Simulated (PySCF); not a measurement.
Gas-phase reaction: 2 BHCl2 → 2 B + H2 + 2 Cl2

Method: PySCF energies plus ideal-gas RRHO corrections (1 bar). † marks an energy on the PBE0/def2-TZVP geometry and frequencies. CCSD(T) freezes the core. Open shells (unrestricted): B (multiplicity 2, electronic degeneracy 6); the rest are closed-shell singlets. Spin-orbit splitting is ignored; it lowers the true energy and changes the entropy of B. CCSD(T) isn't extrapolated to the basis-set limit; its ΔH°(298 K) is 1702.1 kJ in def2-SVP and 1626.7 kJ in def2-TZVPP. The harmonic model lacks anharmonicity and excited electronic states, which grow with temperature; levels with a mode under 35 cm⁻¹ are left out.

```tsv
level	ΔE electronic, kJ	ΔH°(298 K), kJ	ΔS°(298 K), J/K	ΔG°(1600 K), kJ
CCSD(T)/def2-SVP†	1731	1702	347	1123
PBE0/def2-SVP†	1813	1784	347	1206
LDA/def2-TZVP†	1852	1823	347	1245
ωB97M-V/def2-TZVP†	1700	1671	347	1092
ωB97X-V/def2-TZVP†	1700	1671	347	1092
```
ΔH° is lowest at ωB97X-V/def2-TZVP† and highest at LDA/def2-TZVP†. No reference value is set beside these.
